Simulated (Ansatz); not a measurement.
```yaml
crystal:
  periodic: [false, false, false]
  atoms:
    - {symbol: B, position_ang: [-1.591599, 0.147775, 0.003863]}
    - {symbol: Se, position_ang: [0.264544, -0.042205, -0.000509]}
    - {symbol: H, position_ang: [-2.084816, 1.205195, -0.002577]}
    - {symbol: H, position_ang: [-2.231320, -0.829927, 0.013246]}
    - {symbol: H, position_ang: [0.663553, 1.345954, -0.012238]}
basis:
  gaussian: {orbitals: def2-TZVP}
hamiltonian: {xc: pbe0}
relax: {f_tol: 0.004, max_steps: 80}
```

```sh
$ ansatz run in.yaml --threads 1 --pin off --events-out ev --progress --plain --max-ram 2176MiB
```

Steps of the relaxation (energy above the last step; positions in Å, forces in eV/Å):

```
5
step 1, 36.2 meV
B    -1.592    0.148    0.004   -0.154    0.216   -0.001
Se    0.265   -0.042   -0.001    0.572   -0.824    0.004
H    -2.085    1.205   -0.003   -0.246    0.547   -0.003
H    -2.231   -0.830    0.013   -0.222   -0.542    0.005
H     0.664    1.346   -0.012    0.050    0.603   -0.005
```

```
5
step 2, 3.6 meV
B    -1.590    0.156    0.004   -0.162   -0.015    0.001
Se    0.282   -0.069    0.000    0.231   -0.072    0.000
H    -2.087    1.230   -0.003   -0.035    0.150   -0.001
H    -2.226   -0.843    0.013   -0.093   -0.148    0.001
H     0.641    1.352   -0.012    0.059    0.085   -0.001
```

```
5
step 3, 0.2 meV
B    -1.599    0.152    0.004    0.000    0.019    0.000
Se    0.289   -0.064    0.000   -0.007   -0.004    0.000
H    -2.093    1.234   -0.003    0.010   -0.004    0.000
H    -2.238   -0.854    0.013    0.027    0.006    0.000
H     0.661    1.359   -0.012   -0.029   -0.018    0.000
```

```
5
step 4, 0.0 meV
B    -1.597    0.153    0.004   -0.010   -0.005    0.000
Se    0.288   -0.067    0.000    0.002    0.008    0.000
H    -2.091    1.236   -0.003    0.006   -0.002    0.000
H    -2.234   -0.853    0.013    0.003    0.004    0.000
H     0.654    1.357   -0.012   -0.001   -0.005    0.000
```

```
5
step 5, 0.0 meV
B    -1.598    0.153    0.004    0.001    0.001    0.000
Se    0.288   -0.066    0.000    0.001    0.000    0.000
H    -2.090    1.236   -0.003    0.001    0.000    0.000
H    -2.234   -0.853    0.013   -0.001   -0.001    0.000
H     0.654    1.358   -0.012   -0.001    0.000    0.000
```

Close pairs at the end: B1–H3 1.189 Å, B1–H4 1.191 Å, Se2–H5 1.470 Å, B1–Se2 1.899 Å.

A stationary point of restricted PBE0 after 5 steps (its stability towards spin polarisation wasn't tested); no frequencies were run, so it isn't proven a minimum. 15 s on 1 thread of Arm Neoverse V1, shared host.
